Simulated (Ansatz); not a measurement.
**C₂H₃ClFN: geometry optimisation**

What shape does C₂H₃ClFN take? The plan is to relax it.

Program: Ansatz 0.2.0, Gaussian basis. Level of theory: RKS PBE0-D4/def2-TZVP. These are calculated values, not measurements.

The runs, in order: relaxation at PBE0-D4/def2-TZVP.

1 further run of the same task is left out (set aside as unsound or not needed).

## (1) The system as given

8 atoms, charge 0, spin multiplicity 1.

Atoms are counted from 1 here; the program's logs count them from 0.

Bond lengths: C1–N2 1.433 Å, C1–H6 1.090 Å, C1–H7 1.093 Å, C1–H8 1.090 Å, N2–C3 1.234 Å, C3–F4 1.357 Å, C3–Cl5 1.698 Å. Angles: N2–C1–H6 107.3°, N2–C1–H7 113.9°, N2–C1–H8 107.3°, H6–C1–H7 110.1°, H6–C1–H8 108.0°, H7–C1–H8 110.0°, C1–N2–C3 124.1°, N2–C3–F4 125.7°, N2–C3–Cl5 122.9°, F4–C3–Cl5 111.3°.

The start is a GFN2-xTB geometry.

## (2) Relaxation at PBE0-D4/def2-TZVP

in.yaml

```yaml
crystal:
  periodic: [false, false, false]
  atoms:
    - {symbol: C, position_ang: [-0.609230, -0.266260, 0.905500]}
    - {symbol: N, position_ang: [-0.085920, 0.678320, -0.036780]}
    - {symbol: C, position_ang: [0.646110, 0.377880, -0.983600]}
    - {symbol: F, position_ang: [1.074230, -0.873560, -1.288280]}
    - {symbol: Cl, position_ang: [1.249340, 1.522160, -2.083000]}
    - {symbol: H, position_ang: [-1.695410, -0.180880, 0.880710]}
    - {symbol: H, position_ang: [-0.309720, -1.298970, 0.710910]}
    - {symbol: H, position_ang: [-0.269410, 0.041320, 1.894550]}
basis:
  gaussian: {orbitals: def2-TZVP}
hamiltonian: {xc: pbe0, dispersion: d4}
relax: {f_tol: 0.005, max_steps: 150}
```

The run is started by

```
> ansatz run in.yaml --threads 2 --pin off --events-out ev --progress --plain --max-ram 32768MiB --backend cuda --devices 0, --max-vram 18GiB
```

Q: Predict the results of all the runs planned. Wanted: point group; shift from the start; total energy; dispersion term; dipole moment.

The runs gave:

| quantity | value |
| --- | --- |
| point group | Cs |
| steps | 7 |
| shift from the start (rms) | 0.035 Å |
| total energy | -18843.9569 eV |
| dispersion term | -125 meV |
| dipole moment | 1.33 D |

In words: The relaxed geometry lies 0.04 Å (rms) from the start; the bond that changed most is C3–F4, from 1.357 to 1.335 Å. No vibrations were run, so it is not proven to be a minimum. The largest Mulliken charge, -0.27 e, sits on C1.
